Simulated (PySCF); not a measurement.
# chloromethane: calculation against experiment

**What was measured.**

NIST CCCBDB Release 22 (SRD 101), experimental polarizabilities lists, for the gas: mean polarisability 4.416 Å³.

The results are set against them at the end.

Species: chloromethane, CH₃Cl.
Atom-mapped SMILES: `[CH3:1][Cl:2]` (hydrogens: H3, H4, H5 on C1)

Geometry (GFN2-xTB, Å), atoms numbered from 1 in this order:
```xyz
5
CH3Cl angstrom
C     -0.1495   -0.0027   -0.0081
Cl     1.6266    0.0355    0.0473
H     -0.5206   -0.0611    1.0103
H     -0.4945    0.9069   -0.4896
H     -0.4534   -0.8758   -0.5770
```

The PySCF runs (gas phase, on this GFN2-xTB geometry; no spin–orbit coupling):

```
          level                                                                job  basis functions  wall time
B3LYP/def2-SVPD  8 singlets by full TDDFT, 3 Tamm–Dancoff triplets, polarisability               71      1.8 s
```

Hardware: Arm Neoverse V2, one thread, no GPU (shared host).

**Comparison with experiment**

**Mean polarisability.** Measured: 4.416 Å³ (NIST CCCBDB Release 22 (SRD 101), experimental polarizabilities).

```csv
level,computed (Å³),computed − measured (Å³),% (from the printed values)
B3LYP/def2-SVPD,4.331,-0.085,-2
```

The computed values are static and purely electronic, with core orbitals frozen in the response (1 au = 0.148185 Å³). The table of measured values doesn't say here whether a value is static or optical, or holds a vibrational part.

The geometry is computed, not the measured one. Where a level misses, the cause wasn't examined.
